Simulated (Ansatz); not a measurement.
**What a trial cell of ZrSc3 relaxes into**

The calculation used DFT PBE, scalar-relativistic, plane waves, PAW (Ansatz). Cutoff 420 eV, Γ-centred k mesh, Gaussian smearing, no spin polarisation in the final step.

The start puts ZrSc3 on the Ni3Sn (D0_19) structure type (P6_3/mmc, No. 194), with Zr in place of Sn, Sc in place of Ni, at a guessed volume.

```
Zr Sc
1.0
     6.00424    0.00000    0.00000
    -3.00212    5.19983    0.00000
     0.00000    0.00000    4.81933
Zr Sc
2 6
Cartesian
  0.0000 3.4666 1.2048
  3.0021 1.7333 3.6145
  3.0021 3.4631 1.2048
  -1.4981 4.3315 3.6145
  1.5041 0.8684 1.2048
  0.0000 1.7367 3.6145
  4.5002 0.8684 1.2048
  1.4981 4.3315 3.6145
```

Steps on the 3×3×4 mesh (8 atoms). 5 of 5 steps are shown, and the free energy counts from the last. Trial steps that were taken back and renewals of the plane-wave basis can be among the rows.

```tsv
step	ΔF (meV/atom)	V (Å³/atom)	P (GPa)	largest force component (eV/Å)
1	331.2	18.81	23.41	0.034
2	63.2	21.64	8.23	0.020
3	4.4	23.57	1.62	0.019
4	0.8	24.12	0.08	0.006
5	0.0	24.12	0.10	0.006
```

A final relaxation ran on a 6×6×8 mesh. The relaxed crystal, P6_3/mmc (No. 194):

```
Zr Sc
1.0
     6.58689    0.00000    0.00000
    -3.29345    5.70442    0.00000
     0.00000    0.00000    5.13489
Zr Sc
2 6
Direct
  0.33333 0.66667 0.25000
  0.66667 0.33333 0.75000
  0.83097 0.66194 0.25000
  0.16903 0.83097 0.75000
  0.33806 0.16903 0.25000
  0.16903 0.33806 0.75000
  0.83097 0.16903 0.25000
  0.66194 0.83097 0.75000
```

* Volume per atom: 24.12 Å³
* Density: 3.89 g/cm³
* Energy over the elements: 0.01 eV/atom
* Gap on the 6×6×8 mesh: 0 eV (a metal)

Formation energies are uncorrected and refer to the elements' standard structures at the same level.

The final run used a 6×6×8 mesh on its 8-atom cell and 0.10 eV smearing. The k mesh leaves about 4 meV/atom of noise in metals.

A structure relaxed within its symmetry needn't be a true minimum.

Cost: 3 runs of about 2.2 core-minutes in all, on Arm Neoverse V1 (shared hosts).